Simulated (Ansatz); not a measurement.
A calculation with Ansatz (development build ahead of 0.2.0).

```yaml
crystal:
  periodic: [false, false, false]
  atoms:
    - { symbol: Al, position_ang: [0.0, 0.0, 0.0] }
    - { symbol: O, position_ang: [0.0, 0.0, 1.62] }
basis:
  gaussian: { orbitals: pcseg-2 }
magnetization:
  spin_polarized: true
  initial_magnetization: 1
hamiltonian:
  xc: pbe
```

The input is written out in the form of the current development build from the run's settings.

The run gave:

```
Converged                       : yes
Total energy                    : -317.45171 hartree
Spin squared of the determinant : 0.754
Stability test                  : minimum
```
